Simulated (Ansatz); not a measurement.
Input file:

```yaml
crystal:
  periodic: [false, false, false]
  atoms:
    - {symbol: C, position_ang: [0.003073, 0.003049, -0.003060]}
    - {symbol: H, position_ang: [0.631110, 0.633061, 0.626161]}
    - {symbol: H, position_ang: [-0.677419, -0.672217, 0.674598]}
    - {symbol: H, position_ang: [-0.623521, 0.631214, -0.635558]}
    - {symbol: H, position_ang: [0.633211, -0.628395, -0.628734]}
basis:
  gaussian: {orbitals: 6-31G}
magnetization: {spin_polarized: false}
correlation: {method: ccsd_t, electrons: outside_noble_gas}
```

```sh
$ ansatz run in.yaml --threads 1 --pin off --events-out ev --progress --plain --max-ram 2393MiB
```

Log:

```
255 factors; integrals over basis functions are off by at most 2.3e-4 eV
mean field evaluation 1: about -1092.6243 eV, gradient 1.5e1 eV
mean field evaluation 2: about -1092.6186 eV, gradient 1.5e1 eV
mean field evaluation 4: about -1093.2302 eV, gradient 1.1e0 eV
mean field evaluation 8: about -1093.2338 eV, gradient 2.3e-7 eV
mean field evaluation 16: about -1093.2338 eV, gradient 1.1e-3 eV
mean field -1093.23375168 eV, -40.1755993536 hartree, gradient 2.9e-6 eV, S^2 0.000000; 1 other end points of the search recorded, 0 dependent functions left out
1 core orbitals not correlated: weight in the atoms' cores, before any rotation towards them, 1.000 or more for the frozen orbitals, at most 0.000 for the correlated occupied ones
reference -1093.23375168 eV, -40.1755993536 hartree; 4, 4 occupied and 12, 12 virtual orbitals, 255 factors
second order -2.72358079 eV of doubles, -0.00000000 eV of singles
cycle   1  -3.08974087 eV  change   -3.7e-1 eV  update   4.1e-2
cycle   2  -3.24505402 eV  change   -1.6e-1 eV  update   1.5e-2
cycle   3  -3.25803039 eV  change   -1.3e-2 eV  update   3.2e-3
cycle   4  -3.25873417 eV  change   -7.0e-4 eV  update   7.5e-4
cycle   5  -3.25882791 eV  change   -9.4e-5 eV  update   1.7e-4
cycle   6  -3.25886563 eV  change   -3.8e-5 eV  update   2.2e-5
cycle   7  -3.25886454 eV  change    1.1e-6 eV  update   4.0e-6
perturbative correction -0.04616089 eV, -0.0016963813 hartree
Total energy: -1096.53877711 eV, -40.2970567980 hartree
```

For the same geometry and basis full CI lies 8.6 meV lower.

Ran on 1 thread of Arm Neoverse V1, shared host: 0.15 s wall, 0.06 GiB peak host memory.
